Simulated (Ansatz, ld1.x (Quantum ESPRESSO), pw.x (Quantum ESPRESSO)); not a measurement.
## What a changed setting does to a pw.x run (bcc Mg)

Potential: norm-conserving Troullier–Martins (Kleinman–Bylander form), ld1.x (Quantum ESPRESSO) 7.5, PBEsol; core [Ne], reference 3s2 3p0; waves: 3s (bound): rc 2.50 bohr; 3d channel at 0.1 Ry: rc 2.40 bohr; 3p (bound, empty): rc 2.25 bohr; local part: the p channel; core correction: none.

The reference run (k-mesh 13³, cutoffs 35/140 Ry, Fermi–Dirac 0.01 Ry, mixing_beta 0.4, conv_thr 1e-9, no spin) gives 0.47 GPa at 22.446 Å³/atom, where all-electron LAPW gives 0.16 GPa. This run, with its own iteration cap, changes k-mesh points per axis to 3.

```
&control
  calculation='scf', prefix='x', pseudo_dir='./', outdir='./tmp', tstress=.true., disk_io='none'
/
&system
  ibrav=0, nat=1, ntyp=1, ecutwfc=35, ecutrho=140, nbnd=8,
  occupations='smearing', smearing='fd', degauss=0.01
/
&electrons
  conv_thr=1e-09, mixing_beta=0.4, electron_maxstep=60
/
ATOMIC_SPECIES
Mg 1.0 Mg.UPF
CELL_PARAMETERS angstrom
  -1.77702276 1.77702276 1.77702276
  1.77702276 -1.77702276 1.77702276
  1.77702276 1.77702276 -1.77702276
ATOMIC_POSITIONS crystal
Mg 0.0000 0.0000 0.0000
K_POINTS automatic
3 3 3 0 0 0
```

```bash
pw.x < Mg.scf.in > Mg.scf.out
```

Task: How does the run end?

Result: It converges in 12 iterations; the free energy moves by +361.0 meV/atom and the pressure by -0.09 GPa.

```
Message from routine setup:
     using ibrav=0 with symmetry is DISCOURAGED, use correct ibrav instead
     lattice parameter (alat)  =       5.8164  a.u.
     unit-cell volume          =     151.4731 (a.u.)^3
     number of electrons       =         2.00
     number of Kohn-Sham states=            8
     kinetic-energy cutoff     =      35.0000  Ry
     charge density cutoff     =     140.0000  Ry
     scf convergence threshold =      1.0E-09
     Exchange-correlation= PBESOL
     number of k points=     4  Fermi-Dirac smearing, width (Ry)=  0.0100
     iteration #  1     ecut=    35.00 Ry     beta= 0.40
     total energy              =      -1.74513762 Ry
     estimated scf accuracy    <       0.00466293 Ry
     iteration #  2     ecut=    35.00 Ry     beta= 0.40
     total energy              =      -1.74516674 Ry
     estimated scf accuracy    <       0.00165385 Ry
     iteration #  3     ecut=    35.00 Ry     beta= 0.40
     total energy              =      -1.74517420 Ry
     estimated scf accuracy    <       0.00000019 Ry
     iteration #  4     ecut=    35.00 Ry     beta= 0.40
     total energy              =      -1.74517337 Ry
     estimated scf accuracy    <       0.00000018 Ry
     iteration #  5     ecut=    35.00 Ry     beta= 0.40
     total energy              =      -1.74514737 Ry
     estimated scf accuracy    <       0.00000016 Ry
     iteration #  6     ecut=    35.00 Ry     beta= 0.40
     total energy              =      -1.74514075 Ry
     estimated scf accuracy    <       0.00001704 Ry
     iteration #  7     ecut=    35.00 Ry     beta= 0.40
     total energy              =      -1.74516954 Ry
     estimated scf accuracy    <       0.00000393 Ry
     iteration #  8     ecut=    35.00 Ry     beta= 0.40
     total energy              =      -1.74517444 Ry
     estimated scf accuracy    <       0.00000078 Ry
     iteration #  9     ecut=    35.00 Ry     beta= 0.40
     total energy              =      -1.74517570 Ry
     estimated scf accuracy    <       0.00000017 Ry
     iteration # 10     ecut=    35.00 Ry     beta= 0.40
     total energy              =      -1.74517577 Ry
     estimated scf accuracy    <          1.5E-09 Ry
     iteration # 11     ecut=    35.00 Ry     beta= 0.40
     total energy              =      -1.74517579 Ry
     estimated scf accuracy    <          2.3E-09 Ry
     iteration # 12     ecut=    35.00 Ry     beta= 0.40
     the Fermi energy is     4.0463 ev
!    total energy              =      -1.74517580 Ry
     estimated scf accuracy    <          2.7E-11 Ry
     smearing contrib. (-TS)   =      -0.00822385 Ry
     The total energy is F=E-TS. E is the sum of the following terms:
     one-electron contribution =       1.28700649 Ry
     hartree contribution      =       0.00467683 Ry
     xc contribution           =      -0.86119038 Ry
     ewald contribution        =      -2.16744490 Ry
     convergence has been achieved in  12 iterations
          total   stress  (Ry/bohr**3)                   (kbar)     P=        3.79
     Message from routine punch:
     Nothing written, as per user request (disk_io='none')
```

The run took about 0.4 s on one core of a shared host (Neoverse-V2, 96 threads, 742 GiB, load 26).
